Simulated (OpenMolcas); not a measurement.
H2S2 (SMILES SS): the vertical ionisation energy from total energies

H2S2: 4 atoms, total charge 0, spin state singlet. As SMILES, `SS`. The shape is that of a GFN2-xTB optimisation.

Both states at this one shape; open shells run unrestricted unless said. 1 Eh = 27.2114 eV.

| level | program | singlet H2S2 (Eh) | doublet [H2S2]+ (Eh) | HOMO of the first (eV) |
| --- | --- | --- | --- | --- |
| r2SCAN/STO-3G | OpenMolcas | -788.697803 | -788.444387 | -2.52 |
| PBE0/STO-3G | OpenMolcas | -788.471988 | -788.211704 | -3.76 |

**Question.** Work out the vertical ionisation energy at each level.

**Answer.** 
1. r2SCAN/STO-3G: -788.444387 − (-788.697803) = 0.253416 Eh = 6.90 eV; −ε(HOMO) = 2.52 eV.
2. PBE0/STO-3G: -788.211704 − (-788.471988) = 0.260284 Eh = 7.08 eV; −ε(HOMO) = 3.76 eV.

No measured value is set beside it here; the levels span 6.90 to 7.08 eV. In semi-local functionals −ε(HOMO) lies far under the ionisation energy, a result of self-interaction, while the difference of totals does much better. Minimal sets are far from the basis-set limit.
